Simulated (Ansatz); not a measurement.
Relaxation of CH₅OSi (8 atoms, charge -1, multiplicity 1), to a largest force component of 0.015 eV/Å in at most 40 steps.

All numbers below come from Ansatz 0.2.0, RKS PBE/def2-SVP.

```xyz
8
Properties=species:S:1:pos:R:3
C -0.581 0.820 -0.486
Si 0.882 -0.394 -0.279
O 0.050 -1.671 0.584
H -1.285 0.462 -1.243
H -0.195 1.781 -0.845
H -1.160 1.015 0.426
H 1.604 0.274 0.906
H 0.685 -2.286 0.937
```

Question: Where does it end, and by what steps?

Answer: It converged. Limits of this set-up: an anion without diffuse functions, the dipole of an ion depends on the origin. After 8 steps the energy has fallen by 0.245 eV; H8 moved furthest, 0.53 Å.

```json
{"step": "0", "energy less start (eV)": "0.0000", "largest force component (eV/Å)": "1.414", "accepted": "yes"}
{"step": "1", "energy less start (eV)": "-0.1370", "largest force component (eV/Å)": "1.143", "accepted": "yes"}
{"step": "2", "energy less start (eV)": "-0.1592", "largest force component (eV/Å)": "1.686", "accepted": "yes"}
{"step": "3", "energy less start (eV)": "-0.1927", "largest force component (eV/Å)": "1.572", "accepted": "yes"}
{"step": "4", "energy less start (eV)": "-0.2341", "largest force component (eV/Å)": "0.730", "accepted": "yes"}
{"step": "5", "energy less start (eV)": "-0.2446", "largest force component (eV/Å)": "0.042", "accepted": "yes"}
{"step": "6", "energy less start (eV)": "-0.2449", "largest force component (eV/Å)": "0.020", "accepted": "yes"}
{"step": "7", "energy less start (eV)": "-0.2448", "largest force component (eV/Å)": "0.037", "accepted": "no"}
{"step": "8", "energy less start (eV)": "-0.2450", "largest force component (eV/Å)": "0.005", "accepted": "yes"}
```

```xyz
8
Properties=species:S:1:pos:R:3
C -0.558 0.786 -0.492
Si 0.980 -0.426 -0.175
O 0.190 -1.593 0.942
H -1.269 0.373 -1.245
H -0.206 1.768 -0.888
H -1.146 0.990 0.435
H 1.614 0.548 0.900
H 0.395 -2.445 0.522
```

Time of the run: 43 s on 1 CPU thread of a shared host.
